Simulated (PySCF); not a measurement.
Gas-phase reaction: Si₂H₅ + 3 O ⇌ SiO(OH)₂ + SiH₃

Energies from PySCF (xtb for GFN2), thermal terms from the rigid-rotor harmonic-oscillator model, ideal gas at 1 bar. † marks an energy on the PBE0/def2-TZVP geometry and frequencies; other levels use their own. CCSD(T) freezes the core. 6-31G* has spherical d functions here. Open shells (unrestricted): Si₂H₅ (multiplicity 2), O (multiplicity 3), SiH₃ (multiplicity 2); the rest are closed-shell singlets. GFN2 has no spin-polarisation term. Spin-orbit splitting is ignored; it lowers the true energy and changes the entropy of O. B3LYP is the form with VWN-RPA correlation. Si₂H₅, SiO(OH)₂: computed as isolated molecules; such fragments, hydroxides, amides, oligomers or adducts are transient or little studied in the gas. CCSD(T) isn't extrapolated to the basis-set limit.

```csv
level,"ΔH°(298 K), kJ"
B3LYP/6-31G*,-1444
BLYP/def2-TZVP†,-1585
CCSD(T)/def2-TZVPP†,-1515
GFN2-xTB,-2700
M06-2X/def2-TZVP†,…
PBE/def2-TZVP†,…
LDA/def2-TZVP†,…
ωB97X-V/def2-TZVP†,…
```

Problem. Complete the blanks.

Solution. 
- M06-2X/def2-TZVP†, ΔH°(298 K), kJ: -1587
- PBE/def2-TZVP†, ΔH°(298 K), kJ: -1621
- LDA/def2-TZVP†, ΔH°(298 K), kJ: -1903
- ωB97X-V/def2-TZVP†, ΔH°(298 K), kJ: -1543
